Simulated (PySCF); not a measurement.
## How the method changes the constants of LiN⁻

State: ⁴Σ⁻ (quartet), unpaired electrons σ ↑, π ↑↑. Set-up: Li aug-pcseg-1, N aug-pcseg-1; no relativity (PySCF 2.14). De refers to Li⁻ + N in their high-spin ground configurations, without counterpoise correction. The functionals are run spin-unrestricted. A positive dipole points towards N; it is taken about the centre of mass and depends on that origin. Levels whose curve was spin-contaminated or gave no clean fit are not listed.

```tsv
Level	Re (Å)	ωe (cm⁻¹)	De (eV)	μ (D)	CPU s a point (SCF and correlation, without the integrals)
UHF-MP2	1.954	559	n/a	n/a	0.096
UHF-SCS-MP2	1.953	554	n/a	n/a	n/a
UHF-CCSD	1.961	542	1.14	n/a	n/a
UHF-CCSD(T)	1.969	532	1.21	n/a	1.4
PBE	1.966	541	2.04	6.66	0.33
PW91	1.965	541	2.07	6.57	0.24
r²SCAN	1.975	532	n/a	6.87	0.52
PBE0	1.947	567	1.80	6.71	0.47
r²SCAN0	1.957	556	1.61	6.67	0.54
```

Task: Which functional lies closest to UHF-CCSD(T) in De, which farthest, and by how much do they differ from it?

Result: Closest is r²SCAN0 (-1.2 pm in Re, +4.5 % in ωe, +0.40 eV in De against UHF-CCSD(T) in the same basis), farthest PW91 (-0.4 pm in Re, +1.7 % in ωe, +0.86 eV in De). CCSD(T) converges more slowly with the basis than the functionals do and binds too weakly in this one, so the order can change at the basis-set limit.

Task: What does the step from GGA to meta-GGA do here, going from PBE to r²SCAN?

Result: r²SCAN less PBE: +0.9 pm in Re, -1.7 % in ωe. 

Correlated steps freeze 1 core orbital. Correlated levels converge slowly with the basis: in double zeta they bind strong bonds too weakly, by up to about 1 eV, and carry superposition errors of some tenths. For an ion De counts to the pair picked by the measured ionisation energies or electron affinities, which need not be the lowest pair at this level. The highest Kohn–Sham level is positive in this anion. Much of that is self-interaction error, but it also means that the finite basis helps to hold the extra electron. The state was picked by a PBE0 search and need not be the measured ground state.

The whole job (state search and all levels along the bond) took about 1.5 min on 1 thread of Arm Neoverse V1 (shared host), peak memory 0.43 GiB.
